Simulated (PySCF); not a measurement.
**Working with the constants of Si₂**

PBE0 constants of Si₂, ³Σg⁻ (triplet), unpaired electrons π ↑↑ (Si def2-TZVP; no relativity (PySCF 2.14); masses 27.9769 and 27.9769 u):

* ωe: 519.1 cm⁻¹
* ωexe: 1.7 cm⁻¹
* Be: 0.23705 cm⁻¹
* αe: 0.00119 cm⁻¹
* D (centrifugal): 1.98e-07 cm⁻¹
* De to Si + Si: 3.34 eV

(1) Give the vibrational terms G(v) and spacings up to v = 6.

(2) How well does the Morse estimate ωe²/(4ωexe) reproduce De, and what is D0?

The state was picked by a PBE0 search and need not be the measured ground state.

Answers

(1) G(v) = ωe(v+½) − ωexe(v+½)².

```tsv
v	G(v) (cm⁻¹)	G(v) − G(v−1)	Bv (cm⁻¹)
0	259.1		0.2365
1	774.8	515.7	0.2353
2	1287.1	512.3	0.2341
3	1796.0	508.9	0.2329
4	2301.5	505.5	0.2317
5	2803.6	502.1	0.2305
6	3302.3	498.7	0.2293
```

(2) It gives 4.91 eV, 147 % of the computed De. D0 = De − G(0) = 3.34 − 0.03 = 3.31 eV.
